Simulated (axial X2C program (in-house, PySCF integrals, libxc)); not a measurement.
**SPS⁺: properties at the nuclei**

Computed with an in-house all-electron X2C program for linear molecules (integrals from PySCF): two-component X2C with atomic mean-field Coulomb and Gaunt terms, Gaussian nuclei, basis S dyall-av3z, P dyall-v3z with contracted cores.

S–P–S held linear, with bonds 1.844 and 1.844 Å (near the PBE0 minimum at charge 1 of the determinant lowest at the starting distance; the state shown can have its own minimum elsewhere, held linear; other orders of the atoms were not compared).

Input and command:
```json
{"zs": [16, 15, 16], "q": 1, "bas": ["dyall-av3z", "dyall-v3z", "dyall-av3z"], "r0": [1.96, 1.96], "symm": 1, "scan": ["PBE0", "HF", "r2SCAN"], "levels": ["PBE0", "HF", "TPSSh"], "nst": 2}
```
```bash
python solin.py task.json out
```

Keys: zs atomic numbers; q charge; bas basis sets; r0 starting distance in Å; symm equal bonds; scan levels of the two-bond scan; levels methods; nst determinants followed.

Determinant lowest in the PBE0 search, Ω = 0 (closed shell), highest spinor 84% S p, 16% P d:

```tsv
level	qzz S (a.u.)	qzz P (a.u.)
PBE0	1.74	-1.33
HF	1.78	-2.13
TPSSh	1.75	-1.16
```

qzz is the electric field gradient, eQq0 = 234.96 MHz × Q/barn × qzz. The operators were transformed with the bare-nucleus X2C matrices; with these basis sets, hyperfine constants and field gradients can be off by tens of per cent, and where levels differ in sign neither size nor sign is settled.

Q: With Q(33S) = -0.0694 barn (Q from Pyykkö, Mol. Phys. 2018), turn the PBE0 values of the first state into constants in MHz.

A: eQq0(33S) = 234.96 × (-0.0694) × (1.74) = -28.4 MHz.

The molecule was held linear; bending was not examined, so a bent shape may lie lower.

Each state is one determinant with collinear spin. The search compared states at one distance, so a state with another bond length can lie lower.
